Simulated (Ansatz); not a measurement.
Lattice parameter a (Å) of solids drawn from the class of elemental solids other than molecular ones, at two levels: PBE in Ansatz (plane waves, PAW), and HSE06 in Ansatz (PAW).

```
solid                   PBE  HSE06  shift (%)
--------------------  -----  -----  ---------
fcc Pd                3.943  3.909      -0.86
fcc Pb                5.040  4.998      -0.83
bcc Na                4.197  4.225      +0.67
diamond-structure Ge  5.761  5.685      -1.32
fcc Cu                3.629  3.633      +0.11
bcc Mo                3.161  3.136      -0.79
bcc Cs                6.162  6.247      +1.38
fcc Pt                3.970  3.926      -1.11
fcc Rh                3.830  3.779      -1.33
fcc Ni                3.519  3.511      -0.23
```

The shifts run from -1.33 % to +1.38 %, with a median of -0.81 %.

Over all 10 rows HSE06 is the larger in 3.

Ansatz's runs of these crystals have no spin polarisation, but for fcc Ni. Meta-GGA and hybrid levels favour moments, which can bear on fcc Pd, fcc Pt, fcc Rh, fcc Ni.

Density-functional runs with spin start from parallel moments for fcc Ni.

Spin–orbit coupling is left out, also for the solids with elements from indium on (fcc Pb, bcc Cs, fcc Pt); its size isn't shown.

Caveats: the gap of the solid is closed in this run (PBE: diamond-structure Ge). Ansatz's density-functional and Hartree–Fock values are scalar-relativistic unless marked +SOC, with PAW data made under PBE.

Ansatz is a first-principles code.
